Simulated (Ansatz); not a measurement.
# CH₄ ··· CH₂O

The pair of CH₄ (SMILES C, atoms 1–5) and CH₂O (SMILES C=O, atoms 6–9), both closed shells, in one local arrangement (a lower one may exist), relaxed at PBE0-D4/def2-TZVP:

| atom | x (Å) | y (Å) | z (Å) |
| --- | --- | --- | --- |
| C1 | 0.0468 | 0.1346 | -1.5352 |
| H2 | 0.1424 | 0.3491 | -2.5991 |
| H3 | 0.3637 | -0.8910 | -1.3456 |
| H4 | -0.9946 | 0.2588 | -1.2374 |
| H5 | 0.6758 | 0.8213 | -0.9693 |
| C6 | -0.0622 | -0.1704 | 1.9199 |
| O7 | 0.8994 | 0.4035 | 2.3384 |
| H8 | -1.0366 | 0.3392 | 1.7791 |
| H9 | -0.0349 | -1.2451 | 1.6491 |

Computed with Ansatz 0.2.0 (basis: def2-TZVPPD, with def2-QZVPPD for the basis limit); correlated methods freeze the cores. B3LYP uses VWN-RPA correlation. Extrapolation: Hartree–Fock as exp(−7.88 √X), correlation as X^−2.97. Interaction energies count from these two fragments, frozen as in the pair, with the counterpoise correction; negative means bound.

What is the interaction energy by CCSD(T) at an estimated basis limit (MP2 extrapolated from triple and quadruple zeta, plus CCSD(T) − MP2 in triple zeta)? (An estimate is asked for; the value comes from the calculation.)

The calculation gives: -0.80 kcal/mol. Hartree–Fock alone gives 0.27 kcal/mol at the basis limit, so without correlation the pair would not bind at this distance. It counts from the two fragments frozen as in the pair.

The same quantity by other methods in triple zeta, and each one's difference from that estimate:
```csv
method,E_int (kcal/mol),difference
PBE-D4,-0.96,-0.17
revPBE-D4,-0.78,0.02
BLYP-D4,-0.59,0.21
r2SCAN-D4,-0.84,-0.05
B97M-V,-0.75,0.05
PBE0-D4,-0.86,-0.06
B3LYP-D4,-0.70,0.09
HSE06-D4,-0.86,-0.06
wB97X-V,-0.81,-0.02
wB97M-V,-0.73,0.06
B2PLYP,-0.18,0.62
HF,0.27,1.07
MP2,-0.70,0.10
CCSD,-0.54,0.25
CCSD(T),-0.69,0.11
```
Differences are method less estimate.

Basis-set superposition shift (counterpoise-corrected less uncorrected): CCSD(T) 0.25; MP2 0.25; HF 0.02; PBE0-D4 0.03; wB97M-V 0.03 kcal/mol.

The T1 diagnostic stays at or below 0.016. The restricted Hartree–Fock reference is unstable towards an unrestricted one at one or more of these structures.

For scale, one of the runs: CCSD(T)/def2-TZVPPD, 216 basis functions, launched by `ansatz run in.yaml --threads 2 --pin off --events-out ev --progress --plain --max-ram 5222MiB`. Hardware: 2 CPU threads of an AMD EPYC 9R14, shared host. Wall time 48 s; peak host memory 3.3 GiB.
